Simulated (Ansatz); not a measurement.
Rock-salt TiC, treated with r²SCANh (Ansatz, a quantum-chemistry and plane-wave program, plane waves, PAW).

Input file:

Ansatz 0.2 input:
```yaml
crystal:
  lattice:
    - [0.0, 2.158853468, 2.158853468]
    - [2.158853468, 0.0, 2.158853468]
    - [2.158853468, 2.158853468, 0.0]
  atoms:
    - { symbol: Ti, position: [0.0, 0.0, 0.0] }
    - { symbol: C, position: [0.5, 0.5, 0.5] }
basis:
  ecutwfc: 520
  ecutrho_ratio: 4
  xc_grid: 3
kpoints:
  mp_grid: { grid: [12, 12, 12] }
hamiltonian:
  xc: r2scanh
  dispersion: none
  pseudopotentials: { kind: paw }
scf:
  occupations: { method: fermi_dirac, width: 0.05 }
  convergence: { dr2_threshold: 0.0000000002 }
output:
  forces: true
  stress: true
  eigenvalues: true
```

Output (set-up and result lines):

```
WARN output.stress: scf.exx.energy_threshold = 1e-6 eV is looser than the 2e-8 eV advised for a stress under a hybrid functional (1e-8 eV for each atom of the …
Crystal: 2 atoms, lattice volume = 20.123 Å³
Basis set: ecut = 520 eV, 537 PW (Γ), exchange–correlation on 72×72×72 points (27 copies of the dense FFT grid, shifted against one another)
Bands: 12, of which v1, the nominal top of the filled ones, is band 8 counted from 1 (7 counted from 0)
Symmetry: 48 space group operations
Space group: Fm-3m (ITA 225), of the structure as read, at distance tolerance 2.7e-5 Å
k-points: 72 of 1728
Functional: x = r2scan, c = r2scan; τ floored in thin density (d = 2e-4 eV/Å³), warm-up for x = 0.9 r2scan + 0.1 exact, c = r2scan; τ floored in thin density (d = 2e-4 eV/Å³)
SCF iter   1: F=—  HF=-2757.961557 eV  |F-HF|=—  |Δ(HF+E_count)|=         —  Δρ=1.86e-2  dr2=7.45e-2  dr2_τ=1.41e-1
SCF iter   2: F=—  HF=-2758.014745 eV  |F-HF|=—  |Δ(HF+E_count)|=   5.32e-2  Δρ=6.32e-3  dr2=3.45e-3  dr2_τ=1.66e-3
  ...
SCF 1 converged in 9 iterations: F = -2758.017328 eV  dr2 = 2.75e-11
Crystal: 2 atoms, lattice volume = 20.123 Å³
Initial density: handed on by an earlier stage of this run
Functional: x = 0.9 r2scan + 0.1 exact, c = r2scan; τ floored in thin density (d = 2e-4 eV/Å³)
Crystal: 2 atoms, lattice volume = 20.123 Å³
SCF iter   6: F=—  HF=-2757.398703 eV  |F-HF|=—  |Δ(HF+E_count)|=  2.56e-10  Δρ=1.02e-6  dr2=2.49e-10  dr2_τ=1.97e-12
SCF iter   7: F=-2757.398703 eV  HF=-2757.398703 eV  |F-HF|=9.09e-12  |Δ(HF+E_count)|=  5.32e-11  Δρ=2.08e-7  dr2=1.05e-11  dr2_τ=7.42e-14
SCF 3 converged in 7 iterations: F = -2757.398703 eV  dr2 = 1.05e-11
Free energy (F): -2757.398703 eV
Internal energy: -2757.396871 eV  (E = F + TS)
E sigma→0 (E₀):  -2757.397787 eV
Fermi energy:    15.051025 eV
--- Forces (eV/Å), atoms counted from 1 ---
  atom   1  Ti    -0.00000000     0.00000000     0.00000000
  atom   2  C      0.00000000     0.00000000     0.00000000
--- Stress (GPa, compression-positive) ---
       -0.002458       0.000000       0.000000
       -0.000000      -0.002458      -0.000000
       -0.000000      -0.000000      -0.002458
  P = ⅓ Tr σ = -0.0025 GPa (-0.025 kbar)
```

The PAW data were made under PBE.

Note: the run warned that the count of filled bands differs between k points.
